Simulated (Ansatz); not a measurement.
Coupled-cluster run, H$_{3}$NOSi, SMILES `N[Si]O`.

```yaml
crystal:
  periodic: [false, false, false]
  atoms:
    - {symbol: N, position_ang: [-0.769979, 0.110339, -0.501302]}
    - {symbol: Si, position_ang: [0.653156, -0.840823, -0.626058]}
    - {symbol: O, position_ang: [1.503926, -0.399139, 0.723949]}
    - {symbol: H, position_ang: [-1.486934, 0.043785, -1.207508]}
    - {symbol: H, position_ang: [-1.019542, 0.772951, 0.219544]}
    - {symbol: H, position_ang: [1.161574, 0.249087, 1.345176]}
basis:
  gaussian: {orbitals: cc-pV(T+d)Z}
correlation: {method: ccsd_t}
output: {orbitals: {seedname: orbitals}}
```

```sh
$ ansatz run in.yaml --threads 2 --pin off --events-out ev --progress --plain --max-ram 20480MiB --backend cpu
```

The program prints (abridged):

```
Functional definition: HF
838 factors; integrals over basis functions are off by at most 1.3e-3 eV
mean field evaluation 1: about -11427.8814 eV, gradient 4.6e1 eV
mean field evaluation 2: about -11427.8857 eV, gradient 4.6e1 eV
mean field evaluation 4: about -11431.8181 eV, gradient 2.9e0 eV
mean field evaluation 8: about -11431.8580 eV, gradient 7.0e-2 eV
mean field evaluation 16: about -11431.8499 eV, gradient 9.7e-1 eV
mean field -11431.85808077 eV, -420.1130356764 hartree, gradient 3.0e-6 eV, S^2 0.000000; 0 other end points of the search recorded, 0 dependent functions left out
7 core orbitals not correlated: weight in the atoms' cores, before any rotation towards them, 1.000 or more for the frozen orbitals, at most 0.000 for the correlated occupied ones
reference -11431.85808077 eV, -420.1130356764 hartree; 9, 9 occupied and 125, 125 virtual orbitals, 838 factors
second order -15.24884119 eV of doubles, -0.00000000 eV of singles
cycle   1  -15.32263940 eV  change   -7.4e-2 eV  update   8.8e-2
cycle   2  -15.70100143 eV  change   -3.8e-1 eV  update   2.8e-2
cycle   3  -15.79040393 eV  change   -8.9e-2 eV  update   1.5e-2
cycle   4  -15.77579262 eV  change    1.5e-2 eV  update   3.5e-3
cycle   5  -15.77468900 eV  change    1.1e-3 eV  update   1.6e-3
cycle   6  -15.77512441 eV  change   -4.4e-4 eV  update   5.1e-4
cycle   7  -15.77474586 eV  change    3.8e-4 eV  update   1.9e-4
cycle   8  -15.77471477 eV  change    3.1e-5 eV  update   6.9e-5
cycle   9  -15.77474500 eV  change   -3.0e-5 eV  update   2.4e-5
cycle  10  -15.77474248 eV  change    2.5e-6 eV  update   8.7e-6
perturbative correction -0.60954390 eV, -0.0224003252 hartree
Total energy: -11448.24236715 eV, -420.7151470954 hartree
```

Hardware: 2 threads of an AMD EPYC 7R13 on a shared host. Wall time 13 s, peak host memory 0.82 GiB.

The correlation energy is -16.384 eV, 3.7 % of it from (T); the T1 diagnostic reads 0.0135.
